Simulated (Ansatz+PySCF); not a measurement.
Results of a calculation; reference values are marked as such.
Several solutions for singlet CH₃F

```yaml
atoms:
  - { symbol: C, position_ang: [0.0000, 0.0000, -0.6682] }
  - { symbol: F, position_ang: [0.0000, 0.0000, 0.8043] }
  - { symbol: H, position_ang: [0.0000, -1.1189, -1.0763] }
  - { symbol: H, position_ang: [-0.9690, 0.5595, -1.0763] }
  - { symbol: H, position_ang: [0.9690, 0.5595, -1.0763] }
```

Basis set: def2-SVP (spherical functions). Charge 0, multiplicity 1.

CASSCF(2,2) was run from several starts with Ansatz (development build ahead of 0.2.0) and PySCF 2.14.0. The starts are those of the Hartree–Fock orbitals from which the active space was taken at the frontier.

| run | program | start | converged | energy (hartree) | <S²> |
| --- | --- | --- | --- | --- | --- |
| A | Ansatz | atomic start, no search | yes | -138.92032 | 0.00 |
| B | Ansatz | search for the lowest state | yes | -138.92973 | 0.00 |
| C | Ansatz | stability test followed | yes | -138.92032 | 0.00 |
| D | PySCF | program defaults | yes | -138.90636 | 0.00 |

**Question.** Which runs reached the lowest solution of this kind, and what is wrong with the others?

**Answer.** B reached the lowest solution found. Converged but too high: A by 0.26 eV, C by 0.26 eV, D by 0.64 eV. Convergence only shows a stationary point; in CASSCF the end hangs on which orbitals enter the active space. Caution: other starts end on other solutions of this active space.
